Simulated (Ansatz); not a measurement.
Process, species as SMILES: [O]N=O → N atom + 2 O atom
B3LYP-D3(BJ)/def2-TZVP geometries, fixed; electronic energies without zero-point terms.
Largest species:
```xyz
3

N      0.0007    -0.0065     0.3208
O      0.0274     1.0999    -0.1182
O     -0.0281    -1.0942    -0.1625
```
Charge 0, spin multiplicity 2.

Basis-set convergence of the atomisation energy at wB97M-V with Ansatz (a program for electronic structure). All functions are spherical. The program fits the integrals of some runs and decomposes those of others, by size. Open shells are unrestricted. The functional holds VV10 correlation; no added dispersion term, no relativity. Functions are those of the species that has most. Reference: the value in aug-pcseg-3, 230.25 kcal/mol, itself unsure by roughly 0.35 kcal/mol (its mean distance from aug-cc-pVQZ, cc-pV5Z, def2-QZVPPD). Deviations are taken from unrounded values.

```
basis        functions  atomisation energy (kcal/mol)
-----------  ---------  -----------------------------
cc-pVDZ             42                         227.47
aug-cc-pVDZ         69                         225.85
def2-SVP            42                         235.05
def2-SVPD           66                         233.54
pcseg-1             42                         222.07
aug-pcseg-1         69                         226.70
6-311G**            54                         224.80
6-311+G**           66                         222.22
cc-pVTZ             90                         229.51
aug-cc-pVTZ        138                         228.32
pcseg-2             90                         228.92
aug-pcseg-2        138                         229.48
def2-TZVPP          93                         229.38
def2-TZVPPD        117                         229.28
cc-pVQZ            165                         230.34
aug-cc-pVQZ        240                         229.97
def2-QZVPP         171                         229.41
def2-QZVPPD        195                         229.66
pcseg-3            180                         230.07
aug-pcseg-3        255                         230.25
```

What the diffuse functions change, pair by pair:
- cc-pVDZ to aug-cc-pVDZ: 27 more functions, deviation -2.78 to -4.40 kcal/mol
- def2-SVP to def2-SVPD: 24 more functions, deviation 4.81 to 3.29 kcal/mol
- pcseg-1 to aug-pcseg-1: 27 more functions, deviation -8.18 to -3.55 kcal/mol
- 6-311G** to 6-311+G**: 12 more functions, deviation -5.45 to -8.03 kcal/mol
- cc-pVTZ to aug-cc-pVTZ: 48 more functions, deviation -0.74 to -1.93 kcal/mol
- pcseg-2 to aug-pcseg-2: 48 more functions, deviation -1.33 to -0.77 kcal/mol
- def2-TZVPP to def2-TZVPPD: 24 more functions, deviation -0.87 to -0.97 kcal/mol
- cc-pVQZ to aug-cc-pVQZ: 75 more functions, deviation 0.10 to -0.28 kcal/mol
- def2-QZVPP to def2-QZVPPD: 24 more functions, deviation -0.84 to -0.59 kcal/mol
- pcseg-3 to aug-pcseg-3: 75 more functions, deviation -0.17 to 0.00 kcal/mol

Leaving out the reference's own pair, they bring the value nearer the reference by more than 0.35 kcal/mol in 3 of 9 pairs.
